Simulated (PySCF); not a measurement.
Species, as SMILES: [C-]#[S+] (C-S).
Geometry (B3LYP-D3(BJ)/def2-TZVP, fixed):
```
C
S 1 1.5320
```
Charge 0, spin multiplicity 1.

How fast the lowest singlet excitation energy converges with the basis for several methods (PySCF): deviation from each method's own reference, in eV. References: CAM-B3LYP 4.945 eV, the value in aug-pcseg-3; PBE 4.807 eV, the value in aug-pcseg-3; PBE0 4.891 eV, the value in aug-pcseg-3. All functions are spherical. Density fitting with generated auxiliary sets. No added dispersion term, no relativity. Tamm-Dancoff approximation, the state taken by its order.

```json
[
 {"basis": "pcseg-0", "functions": "22", "CAM-B3LYP": "0.212", "PBE": "0.479", "PBE0": "0.286"},
 {"basis": "3-21G", "functions": "22", "CAM-B3LYP": "0.226", "PBE": "0.492", "PBE0": "0.309"},
 {"basis": "aug-cc-pV(D+d)Z", "functions": "55", "CAM-B3LYP": "0.066", "PBE": "0.072", "PBE0": "0.067"},
 {"basis": "def2-TZVP", "functions": "68", "CAM-B3LYP": "0.034", "PBE": "0.055", "PBE0": "0.037"},
 {"basis": "def2-TZVPD", "functions": "83", "CAM-B3LYP": "0.016", "PBE": "0.019", "PBE0": "0.015"},
 {"basis": "jun-cc-pV(T+d)Z", "functions": "87", "CAM-B3LYP": "0.014", "PBE": "0.014", "PBE0": "0.013"},
 {"basis": "aug-pcseg-2", "functions": "96", "CAM-B3LYP": "0.024", "PBE": "0.030", "PBE0": "0.025"},
 {"basis": "cc-pV(Q+d)Z", "functions": "119", "CAM-B3LYP": "0.007", "PBE": "0.018", "PBE0": "0.010"},
 {"basis": "pcseg-3", "functions": "124", "CAM-B3LYP": "0.000", "PBE": "0.010", "PBE0": "0.004"},
 {"basis": "def2-QZVPPD", "functions": "142", "CAM-B3LYP": "0.005", "PBE": "0.008", "PBE0": "0.006"},
 {"basis": "aug-pcseg-3", "functions": "174", "CAM-B3LYP": "0.000", "PBE": "0.000", "PBE0": "0.000"},
 {"basis": "cc-pV(5+d)Z", "functions": "191", "CAM-B3LYP": "0.001", "PBE": "0.007", "PBE0": "0.004"}
]
```

Mean absolute deviation over def2-TZVP, def2-TZVPD, jun-cc-pV(T+d)Z, aug-pcseg-2: CAM-B3LYP 0.022, PBE0 0.023, PBE 0.030 eV.
